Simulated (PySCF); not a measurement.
Coordinates in bohr (charge -1 multiplicity 1):
```
P     0.0000    0.0000   -0.7310
O     2.4429    0.0000    0.7078
O    -2.4429    0.0000    0.7078
```

Computed with PBE0 in PySCF with P def2-TZVPD, O def2-TZVPD; no relativity; density-fitted integrals.

This geometry of [PO2]- is a stationary point at this level.

What is the point group?

C2v.

Is it a minimum?

Yes: all harmonic wavenumbers are real.

Which band is strongest in the infrared?

1240 cm⁻¹ (b2), 346 km/mol.

What are the dipole moment and the gap between the highest occupied and lowest empty levels?

1.08 D about the centre of mass and 5.64 eV.

Give the ideal-gas entropy at 298.15 K and 1 bar by parts.

translation 160.5, rotation 85.7, vibration 3.6, spin 0.0; total 249.8 J/(mol K).

Other isomers or separated fragments may lie lower. The lowest empty level of this anion is unbound, so it and the gap depend on the basis.
